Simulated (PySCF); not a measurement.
# [Cl···H···Si], triplet in 6-31G: errors against RCCSDT

Geometry: a point of a hydrogen-transfer path between rigid fragments, not a stationary point.

```xyz
3

Cl    0.0000    0.0000   -1.8237
H     0.0000    0.0000    0.1353
Si    0.0000    0.0000    1.6883
```

Basis 6-31G; PySCF 2.14.0. Only valence electrons are correlated (noble-gas cores frozen), which leaves 12 electrons in 18 orbitals. R marks a restricted (for open shells ROHF) determinant, U an unrestricted one.

Full CI isn't at hand for all of this; RCCSDT serves as the reference. It lacks quadruple excitations, which often exceed the step from CCSD(T) to CCSDT. The frozen core follows each run's orbitals, which can shift R against U totals by a few meV.

- UHF ⟨S²⟩: 2.022
- T1 diagnostic (ROHF- or RHF-based CCSD): 0.0361
- largest doubles amplitude (ROHF- or RHF-based CCSD): 0.060
- T1 diagnostic (UCCSD): 0.0258

```json
{"level": "RHF", "E − E(RCCSDT) (kJ/mol)": "239.4", "share of correlation (%)": "0.00", "wall time": "–"}
{"level": "UHF", "E − E(RCCSDT) (kJ/mol)": "228.9", "share of correlation (%)": "4.38", "wall time": "–"}
{"level": "RMP2", "E − E(RCCSDT) (kJ/mol)": "66.4", "share of correlation (%)": "72.28", "wall time": "–"}
{"level": "UMP2", "E − E(RCCSDT) (kJ/mol)": "64.0", "share of correlation (%)": "73.26", "wall time": "–"}
{"level": "RCCSD", "E − E(RCCSDT) (kJ/mol)": "4.3", "share of correlation (%)": "98.19", "wall time": "–"}
{"level": "UCCSD", "E − E(RCCSDT) (kJ/mol)": "4.2", "share of correlation (%)": "98.25", "wall time": "–"}
{"level": "RCCSD(T)", "E − E(RCCSDT) (kJ/mol)": "1.0", "share of correlation (%)": "99.57", "wall time": "1.1 s"}
{"level": "UCCSD(T)", "E − E(RCCSDT) (kJ/mol)": "1.0", "share of correlation (%)": "99.58", "wall time": "0.71 s"}
{"level": "UCCSDT", "E − E(RCCSDT) (kJ/mol)": "0.0", "share of correlation (%)": "100.01", "wall time": "32 s"}
```

The correlation energy at RCCSDT, counted from RHF, is -2.481 eV. That run took 29 s on 1 thread of Arm Neoverse N1, shared host.

Times are those of the correlated step on a shared host, with one SCF added for the restricted CCSD run; they ran on 1 thread of Arm Neoverse N1.
